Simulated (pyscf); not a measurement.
Structures and frequencies: ωB97X-D3(BJ)/def2-SVPD in PySCF.

Problem. Estimate the classical barrier height and the reaction energy of `[CH2]=[O]` + `[H][H]` + `[C-]#[CH]` -> `[CH3][O-]` + `[CH]#[CH]` at ωB97M-D3(BJ)/def2-TZVPD. The step runs on the singlet surface, breaks H–H and forms C–H, C–H; take the separated reactants as zero.

Solution. ΔE‡ = -3.8 kcal/mol, ΔE = -23.4 kcal/mol. Zero-point energy shifts the barrier by +3.9 kcal/mol. It is an addition across a multiple bond or ene-type step, with an imaginary mode of 850i cm⁻¹. On the reactant side the descent ends in a bound adduct, 16.0 kcal/mol under the separated species and 12.3 kcal/mol under the saddle at ωB97X-D3(BJ)/def2-TZVPD. On the product side the descent ends in a complex, 6.8 kcal/mol under the separated species and 27.9 kcal/mol under the saddle at ωB97X-D3(BJ)/def2-TZVPD. At ωB97M-D3(BJ) the saddle lies under the separated reactants, which points to a path from their complex (located at ωB97X-D3(BJ) alone). This is the saddle that the search found; another between the same sides may lie lower.
